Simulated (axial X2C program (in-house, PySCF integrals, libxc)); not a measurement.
## Testing model relations on AlCl⁺

A bond curve at the CCSD(T) level, two-component, was computed with an in-house all-electron X2C program for linear molecules (integrals from PySCF) (basis Cl dyall-av3z [9s8p3d2f], Al dyall-v3z [8s8p2d1f] (cores contracted in-house)) for the state Ω = 1/2 (⟨Sz⟩ = 0.50, ⟨Lz⟩ = 0.00 at HF). Its fit gives Re = 2.0388 Å, ωe = 595.6 cm⁻¹, ωexe = 3.05 cm⁻¹ and αe = 1.618e-03 cm⁻¹; the masses are 34.9689 and 26.9815 u. Two-component means X2C with spin–orbit coupling and atomic mean-field Coulomb and Gaunt terms.

Correlated methods: 9 electrons correlated (number of frozen shells: Cl 2 s, 1 p; Al 2 s, 1 p), 169 virtual spin orbitals or spinors in MP2, 90 natural virtuals in coupled cluster.

**Question.** Find the reduced mass, Be and the force constant.

**Answer.** From the CCSD(T) values: μ = 15.2301 u. Be = 16.8576/(μ Re²) = 0.2663 cm⁻¹. k = 5.8918×10⁻⁷ μ ωe² = 3.18 mdyn/Å.

**Question.** A Morse curve ties αe to the other constants (Pekeris). How well does that hold?

**Answer.** αe(Morse) = 6Be²/ωe × (√(ωexe/Be) − 1) = 1.703e-03 cm⁻¹; the CCSD(T) curve gives 1.618e-03 cm⁻¹, a ratio of 1.05.

**Question.** Estimate De from a Morse curve and compare with the computed well depth of 1.749 eV to Cl + Al+.

**Answer.** De(Morse) = ωe²/(4ωexe) = 3.605 eV against 1.749 eV computed, a ratio of 2.06. The extrapolation overshoots: the well softens faster than a Morse curve, or the lowest atomic limit lies below the one to which the curve heads.

**Question.** Where do the fundamental and the first overtone lie?

**Answer.** ν(1←0) = ωe − 2ωexe = 589.5 cm⁻¹; ν(2←0) = 2ωe − 6ωexe = 1172.9 cm⁻¹.

**Question.** Estimate the centrifugal constant by the Kratzer relation.

**Answer.** D = 4Be³/ωe² = 2.13e-07 cm⁻¹.

Occupations by symmetry block were frozen at the best pattern of an incomplete PBE0 search. Dissociation energies refer to the lowest single-determinant-based atoms at the same level and basis. Coupled cluster ran in a truncated set of natural virtual spinors; the MP2 energy of the rest was added. (T) has no such correction and the atoms are truncated less, which lowers De at CCSD(T) by a hundredth of an eV or more.
